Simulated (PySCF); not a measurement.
# C4H7N (gauche n-Propyl Isocyanide): the cost of one run

Computed with PySCF 2.14.0, with density-fitted response routines of our own, on a single molecule in the gas phase. Atoms are numbered from 0 throughout.

## Step 1: Starting geometry

12 atoms, charge 0, multiplicity 1; geometry from: MMFF94s. The atoms were then displaced at random by about 0.03 Å, so the start is not that level's minimum.

Bonds of the start (Å): C0–N1 1.18, N1–C2 1.46, C2–C3 1.40, C3–C4 1.56, C2–H5 1.09, C2–H6 1.13, C3–H7 1.12, C3–H8 1.02, C4–H9 1.12, C4–H10 1.08, C4–H11 1.12.

## Step 2: Optimising the geometry at PBE0-D3(BJ)/def2-SVP

Job settings and geometry (Å):

```
{"job": {"xc": "PBE0", "basis": "def2-SVP", "d3": "d3bj", "grid": 1, "shake": 0.03, "kind": "geom"}, "charge": 0, "multiplicity": 1}
C      2.586450     1.069910     0.677280
N      1.748640     0.276340     0.409010
C      0.792560    -0.779610     0.089550
C     -0.263010    -0.255970    -0.660750
C     -1.264260     0.610300     0.166780
H      0.538930    -1.244920     1.042070
H      1.411610    -1.522320    -0.489780
H     -0.904390    -1.104640    -1.010260
H     -0.045920     0.306120    -1.482230
H     -0.737170     1.527360     0.547770
H     -2.161300     0.930500    -0.349890
H     -1.586670     0.104160     1.111450
```

The run is started by

```
$ OMP_NUM_THREADS=1 python probes_run.py task.json out
```

The driver reads the jobs from task.json and runs them one after another.

**Question.** How long does this first job take on 1 thread of Arm Neoverse V1, shared host, and how much memory does it need?

About 29 s, with a peak of 0.42 GiB.
